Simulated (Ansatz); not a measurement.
**AlBH (quartet): from Hartree-Fock to the top rungs at distance B1–Al2 = 3.529 Å, 6-31G**

How much of the correlation energy of AlBH (quartet) does each wave-function method recover here?

The runs use Ansatz 0.2.0, Gaussian basis; 6-31G, core rule «outside noble gas», up to 6 orbitals frozen.

The runs, in order: UHF; CCSD(T) on ROHF; CCSD(T) on UHF; BCCD(T) on ROHF; CISD; CCSDT(Q) on ROHF; CCSDT(Q) on UHF; CISDTQ; CCSDTQ on ROHF; CCSDTQ on UHF; CASSCF and MRCISD+Q, 5 electrons in 5 orbitals; CASSCF and NEVPT2, 5 electrons in 5 orbitals; CASSCF and MRCISD+Q, 7 electrons in 9 orbitals; CASSCF and NEVPT2, 7 electrons in 9 orbitals; Full CI.

26 further runs of the same task are left out: 22 that didn't finish, 4 set aside as unsound or not needed.

## Step 1: What is computed

The geometry derives from a PBE0/def2-TZVP stationary point (not a proven minimum). One bond is set to the value named and the two fragments are kept rigid.

3 atoms, charge 0, spin multiplicity 4.

Atoms are counted from 1 here; the program's logs count them from 0.

Bond lengths: B1–H3 1.185 Å.

## Step 2: UHF

Contents of in.yaml:

```yaml
crystal:
  periodic: [false, false, false]
  atoms:
    - {symbol: B, position_ang: [0.000000, 0.000000, 0.781300]}
    - {symbol: Al, position_ang: [0.000000, 0.000000, -2.747700]}
    - {symbol: H, position_ang: [0.000000, 0.000000, 1.966400]}
basis:
  gaussian: {orbitals: 6-31G}
magnetization: {spin_polarized: true, initial_magnetization: 3}
hamiltonian: {xc: hf}
output: {orbitals: {seedname: orbitals}}
```

Started as:

```sh
ansatz run in.yaml --threads 1 --pin off --events-out ev --progress --plain --max-ram 2393MiB
```

Further steps of the session: CCSD(T) on ROHF; CCSD(T) on UHF; BCCD(T) on ROHF; CISD; CCSDT(Q) on ROHF; CCSDT(Q) on UHF; CISDTQ; CCSDTQ on ROHF; CCSDTQ on UHF; CASSCF and MRCISD+Q, 5 electrons in 5 orbitals; CASSCF and NEVPT2, 5 electrons in 5 orbitals; CASSCF and MRCISD+Q, 7 electrons in 9 orbitals; CASSCF and NEVPT2, 7 electrons in 9 orbitals; Full CI.

Q: Predict the results of all the runs planned. Wanted: FCI below the RHF energy; RMP2 from FCI; UMP2 from FCI; RCCSD from FCI; RCCSD(T) from FCI; UCCSD(T) from FCI; RCCSDT(Q) from FCI; UCCSDT(Q) from FCI; MRCISD+Q pair from FCI.

As calculated:

```
                         quantity                                                                                             value
         FCI below the RHF energy                                                                                        -1.9190 eV
                    RMP2 from FCI                                                                                      +76.7 kJ/mol
                    UMP2 from FCI                                                                                      +76.4 kJ/mol
                   RCCSD from FCI                                                                                      +12.0 kJ/mol
                RCCSD(T) from FCI                                                                                       +9.0 kJ/mol
                UCCSD(T) from FCI                                                                                       +8.9 kJ/mol
               RCCSDT(Q) from FCI                                                                                        0.0 kJ/mol
               UCCSDT(Q) from FCI                                                                                        0.0 kJ/mol
           MRCISD+Q pair from FCI                                                                                       +6.8 kJ/mol
          NEVPT2 valence from FCI                                                                                      +23.3 kJ/mol
        MRCISD+Q valence from FCI                                                                                       +0.9 kJ/mol
levels within 1 kcal/mol (43 meV)  RCCSDT, UCCSDT, CISDTQ, RCCSDT(Q), UCCSDT(Q), RCCSDTQ, UCCSDTQ, MRCISD valence, MRCISD+Q valence
                    T1 diagnostic                                                                                             0.040
   effectively unpaired electrons                                                                                              3.25
```

What this shows: RCCSD(T) misses by +9.0 kJ/mol, 4.8 % of the correlation energy. The occupations show some static correlation. Of the multireference levels listed MRCISD+Q valence comes nearest in total energy (+0.9 kJ/mol), which doesn't show that its space is the better one. These misses are within one basis, not against nature; the frozen cores of restricted and unrestricted runs differ, which can shift their rows.
